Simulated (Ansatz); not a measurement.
# Four-centre ligand exchange

Start structure (AlNH6, closed shell), relaxed at PBE0-D4/def2-TZVP:

| atom | x (Å) | y (Å) | z (Å) |
| --- | --- | --- | --- |
| Al1 | -0.7732 | 0.0369 | -0.7391 |
| H2 | -0.0908 | 1.0512 | -1.7762 |
| H3 | -0.8184 | -1.5140 | -1.1427 |
| H4 | -1.9695 | 0.6006 | 0.1672 |
| H5 | 0.8940 | 0.8868 | 1.0711 |
| N6 | 0.7156 | -0.0343 | 0.6840 |
| H7 | 1.5837 | -0.3783 | 0.2863 |
| H8 | 0.4585 | -0.6492 | 1.4493 |

The step: AlH₃ + NH₃ → AlNH₄ ([NH2][AlH2]) + H₂; bonds formed: H2–H5; dative contacts that become bonds: Al1–N6; bonds broken: Al1–H2, H5–N6. Ansatz 0.2.0; basis: def2-TZVPP and def2-QZVPP; cores frozen in the correlated methods. Extrapolation: Hartree–Fock as exp(−7.88 √X), correlation as X^−2.97. Energies below are by CCSD(T) at an estimated basis limit (MP2 extrapolated from triple and quadruple zeta, plus CCSD(T) − MP2 in triple zeta).

Q: What are the electronic barrier and the energy of the step, from the start structure to the end structure? (An estimate is asked for; the value comes from the calculation.)

A: By the calculation: Barrier 133.7 kJ/mol; step energy 38.0 kJ/mol (uphill); reverse barrier, their difference, 95.8 kJ/mol. Barrier and step energy count from the start structure, the reverse barrier from the end structure.

The saddle point: One imaginary mode of 1276i cm⁻¹.
| pair | start (Å) | saddle (Å) | end (Å) |
| --- | --- | --- | --- |
| Al1–N6 | 2.06 | 1.90 | 1.77 |
| H2–H5 | 3.02 | 1.00 | 0.75 |
| Al1–H2 | 1.60 | 1.81 | 2.69 |
| H5–N6 | 1.01 | 1.41 | 3.10 |

Zero-point energy (harmonic, PBE0-D4): ZPE is 154.6 kJ/mol at the start and 140.4 kJ/mol at the saddle, so the barrier goes from 133.7 to 119.5 kJ/mol.

First-order rate constant out of the start structure at 498 K by transition-state theory, with harmonic vibrational free energies alone and no tunnelling: ΔA‡ = 123.9 kJ/mol, so k = (kB T/h) exp(−ΔA‡/kB T) ≈ 10^0 s⁻¹ (an order of magnitude at best: rotation, the number of equivalent paths and anharmonicity are left out).

The T1 diagnostic stays at or below 0.011.

The step is the kind of exchange with an N–H group that builds nitride films in atomic layer and chemical vapour deposition.

Labels in which every atom is bracketed show which atoms are joined, not bond orders.

For scale, one of the runs: CCSD(T)/def2-TZVPP, 157 basis functions, launched by `ansatz run in.yaml --threads 2 --pin off --events-out ev --progress --plain --max-ram 4352MiB`. Hardware: 2 CPU threads of an Intel Xeon 6975P-C, shared host. Wall time 5.5 s; peak host memory 1.2 GiB.
